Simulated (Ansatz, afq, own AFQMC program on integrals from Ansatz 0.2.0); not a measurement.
Where AFQMC and coupled cluster stand for SiN, doublet

```xyz
2

Si    0.0000    0.0000    0.0000
N     0.0000    0.0000    3.4640
```

Basis 6-31G. Noble-gas cores (and the filled d shells of Ga–Kr and In–Xe) are frozen. Integrals, coupled cluster, full CI and functionals: Ansatz 0.2.0; the random walks run on the same integrals in our own AFQMC program. ph-AFQMC/CISD is guided by a CISD state made of CCSD amplitudes; releasing the constraint for a short imaginary time cuts its bias at the price of noise, slowly where states lie close. Uncertainties: one standard error, sampling alone.

Determinant: UHF, the one that the program's search chose, which needn't be the lowest solution. The geometry is a point of a scan.

Full CI on the same integrals is exact in this basis and with this determinant's frozen core.

Cautions: the search met a lower determinant of the same kind, perhaps of another symmetry (22 meV lower), and this one is a saddle point; unrestricted determinant spin contaminated (⟨S²⟩ 2.73 against 0.75); the released energies have errors that jump between times, so the bars are unsure, so no released level is given (meV from the phaseless value at times in 1/Eh: 11 ± 15 at 0.24, -4.1 ± 1.0 at 0.51, -8.1 ± 0.8 at 0.99, -11 ± 14 at 1.62, -9.1 ± 1.0 at 2.40); the next higher spin lies close (full CI puts it 45 meV above).

```
T1 diagnostic                               : 0.0136
weight of the determinant in the CISD state : 0.945
⟨S²⟩ of the determinant                     : 2.726
size of the correlated space                : 9 electrons in 16 orbitals
```

```tsv
level	correlation energy (eV)
MP2	-1.1505
CCSD	-1.6109
CCSD(T)	-1.6243
```

(1) Estimate where full CI lies against CCSD(T) on the same integrals.

(1) 3.5 kJ/mol below CCSD(T).

Reference: full CI, correlation energy -1.660 eV. The cautions show a poor starting determinant, so the rows tell how each method copes with it here, and full CI is the sure value.

| level | E − E(reference) (kJ/mol) | share of correlation (%) |
| --- | --- | --- |
| CCSD(T) | 3.5 | 97.84 |
| CCSDT | 1.0 | 99.40 |
| CCSDT(Q) | 0.7 | 99.56 |
| CCSDTQ | 0.5 | 99.69 |
| ph-AFQMC/CISD | 0.1 ± 0.07 | 99.94 |

CCSDT and higher add their correlation energy to the determinant of the CCSD(T) run, since their own runs factorise the integrals more tightly (a shift of under 2 meV). A walk keeps the symmetry of its determinant, which the program's search chose and which needn't be the lowest solution, so a lower state of the same spin and another symmetry isn't excluded.
